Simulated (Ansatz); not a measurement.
in.yaml

```yaml
crystal:
  periodic: [false, false, false]
  atoms:
    - {symbol: Si, position_ang: [0.000000, 0.000000, 0.000000]}
    - {symbol: H, position_ang: [1.491747, 1.496793, 1.493456]}
    - {symbol: H, position_ang: [-1.498197, -1.489261, 1.494527]}
    - {symbol: H, position_ang: [-1.489795, 1.491197, -1.500983]}
    - {symbol: H, position_ang: [1.496246, -1.498728, -1.487000]}
basis:
  gaussian: {orbitals: cc-pVDZ}
correlation: {active_space: {ras: {orbitals: [4, 0, 29], electrons: 9, max_holes: 2, max_particles: 2}, fixed_orbitals: true}}
output: {forces: true}
```

```sh
$ ansatz run in.yaml --threads 1 --pin off --events-out ev --progress --plain --max-ram 2393MiB
```

Question: What does the program do with this input?

Answer: Stopped by an error. The input was made wrong on purpose (electron count of the space is wrong), so the run isn't a sound calculation of what was asked.
```
361 factors; integrals over basis functions are off by at most 9.5e-4 eV
mean field evaluation 1: about -7910.4747 eV, gradient 1.0e1 eV
mean field evaluation 2: about -7910.4745 eV, gradient 1.0e1 eV
mean field evaluation 4: about -7911.2360 eV, gradient 1.1e0 eV
mean field evaluation 8: about -7911.2522 eV, gradient 4.4e-4 eV
mean field -7911.25219838 eV, -290.7331558511 hartree, gradient 1.1e-6 eV, S^2 0.000000; 0 other end points of the search recorded, 0 dependent functions left out
reference -7911.25219838 eV, -290.7331558511 hartree; 9, 9 occupied and 29, 29 virtual orbitals, 361 factors
Error: 9 electrons in 33 orbitals form no window around the highest filled level of the reference
```
